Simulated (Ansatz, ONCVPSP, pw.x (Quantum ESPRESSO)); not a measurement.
# Os: does the ONCV potential hold in the solid?

osmium (Os), optimised norm-conserving Vanderbilt (ONCV), made with ONCVPSP 4.0.1.1 (patched build) (PBEsol, scalar-relativistic). Core [Kr] 4d10 4f14, reference 5s2 5p6 5d6 6s2. Waves: 5s+6s: rc 1.65 bohr, ncon 4, nbas 7, qcut 9.3 1/bohr, 2 projectors; 5p: rc 1.90 bohr, ncon 4, nbas 8, qcut 9.3 1/bohr, 1 projector; 5d: rc 2.50 bohr, ncon 4, nbas 8, qcut 7.4 1/bohr, 2 projectors, debl 1.5 Ha. Local part: polynomial inside 1.40 bohr (lpopt 5, dvloc0 -1 Ha). Core correction: Teter function fitted to the true core (icmod 2), fcfact 0.2.

Atomic tests: cutoffs needed: 27 Ha and 32 Ha (the cutoffs (Ha) at which the residual kinetic energy of the hardest occupied pseudo-wave falls to 1 and 0.1 mHa per electron); ghost test: no bound ghost flagged; GHOST(+) flagged for d at 98.8 eV, s at 289.4 eV; largest excitation error: -164 meV (all-electron minus pseudo) for 5s2 5p5 5d6 6s2, out of 4 test configurations.

Crystal test: diamond Os in pw.x 7.5, no spin, 8³ k-points, Fermi–Dirac smearing 0.01 Ry, cutoffs 75/300 Ry. The reference is all-electron LAPW (Ansatz 0.2.0) with the same functional, mesh and smearing; V0 and B0 come from Birch–Murnaghan fits to the pressures at five volumes. Errors are pseudo minus all-electron; Δ is the rms difference of the E(V) curves that follow from these fits, minima aligned, over ±6 % about the mean V0. Mesh and smearing are coarse, so the numbers serve the comparison and aren't converged zero-temperature values; the lattice is a test structure that the element need not adopt.

All-electron: a0 = 5.503 Å (V0 = 20.83 Å³/atom), B0 = 222.1 GPa.

Task: How far does the potential miss the all-electron equation of state?

Result: mean pressure error (GPa): -5.91; a0 (Å): 5.454; a0 error (%): -0.89; B0 error (%): +4.6; Δ (meV/atom): 27.3. The largest radius (2.50 bohr) exceeds half the bond length (2.25 bohr), so the spheres overlap, which is one possible source of error among others. This is a poor potential for the solid.

| V (Å³/atom) | P all-electron (GPa) | P pseudo (GPa) |
| --- | --- | --- |
| 19.782 | 12.87 | 6.08 |
| 20.302 | 6.02 | -0.29 |
| 20.823 | 0.05 | -5.81 |
| 21.344 | -5.14 | -10.61 |
| 21.864 | -9.66 | -14.77 |

Task: At the middle volume, how do free energy and pressure move when the wave cutoff is lowered (ecutrho kept at four times it)?

Result:

| cutoff (Ry) | shift of F (meV/atom) | shift of P (GPa) |
| --- | --- | --- |
| 34 | +2184.1 | -52.64 |
| 45 | +394.7 | -15.33 |
| 60 | +20.0 | -1.34 |

The run at the middle volume (29 k-points, 9 iterations) took about 81 s on one core of a shared host (Neoverse-N1, 64 threads, 124 GiB, load 52).
